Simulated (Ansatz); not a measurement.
# O3: the cost of one run

Program: Ansatz 0.2.0, Gaussian basis. Level of theory: cc-pVQZ, core rule «outside noble gas», up to 3 orbitals frozen. These are calculated values, not measurements.

Plan: UHF; CCSD(T) on RHF; CCSD(T) on UHF.

### Step 1. What is computed

The geometry is an MP2(full)/6-31G* stationary point (not a proven minimum).

3 atoms, charge 0, spin multiplicity 1.

Atoms are counted from 1 here; the program's logs count them from 0.

Bond lengths: O1–O2 1.299 Å, O2–O3 1.299 Å. Angles: O1–O2–O3 116.3°.

### Step 2. UHF

File in.yaml:

```yaml
crystal:
  periodic: [false, false, false]
  atoms:
    - {symbol: O, position_ang: [0.000000, 1.103810, -0.228542]}
    - {symbol: O, position_ang: [0.000000, 0.000000, 0.457084]}
    - {symbol: O, position_ang: [0.000000, -1.103810, -0.228542]}
basis:
  gaussian: {orbitals: cc-pVQZ}
magnetization: {spin_polarized: true, initial_magnetization: 0}
hamiltonian: {xc: hf}
output: {orbitals: {seedname: orbitals}}
```

On the command line:

```bash
ansatz run in.yaml --threads 1 --pin off --events-out ev --progress --plain --max-ram 2880MiB --backend cpu
```

**Question.** How long does this run take on 1 thread of AMD EPYC 7R13, shared host, and how much memory does it need?

About 8.5 s, with a peak of 0.35 GiB.
